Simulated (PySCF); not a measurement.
Energies from PySCF, thermal terms from the rigid-rotor harmonic-oscillator model, ideal gas at 1 bar. 'Table' is the NASA 1993 thermochemical table (part measured, part estimated). 6-31G* has spherical d functions here. All species are closed-shell singlets. The harmonic model lacks anharmonicity and excited electronic states, which grow with temperature; levels with a mode under 35 cm⁻¹ are left out. Soft modes under 120 cm⁻¹ make the harmonic entropy rough for C₃O₂. The table's entry may be an old estimate for C₃O₂ (not checked at source).

Harmonic frequencies at HF/6-31G* (cm⁻¹): 82, 82, 673, 673, 681, 681, 844, 1809, 2466, 2476. Point group D∞h; S°(298 K) = 268.4 J/mol/K at this level.

Task: Work out Cp and S° of gaseous C₃O₂ at 500, 800, 1200, 1600, 2000 K from these, and set them beside the table.

Result: 
```json
[
 {"T (K)": "500", "Cp HF/6-31G*": "77.3", "Cp table": "81.2", "S° HF/6-31G*": "304.6", "S° table": "315.3"},
 {"T (K)": "800", "Cp HF/6-31G*": "89.6", "Cp table": "92.8", "S° HF/6-31G*": "343.8", "S° table": "356.2"},
 {"T (K)": "1200", "Cp HF/6-31G*": "98.9", "Cp table": "100.7", "S° HF/6-31G*": "382.2", "S° table": "395.5"},
 {"T (K)": "1600", "Cp HF/6-31G*": "103.8", "Cp table": "105.1", "S° HF/6-31G*": "411.4", "S° table": "425.2"},
 {"T (K)": "2000", "Cp HF/6-31G*": "106.5", "Cp table": "107.8", "S° HF/6-31G*": "434.8", "S° table": "449.0"}
]
```
Units J/mol/K.
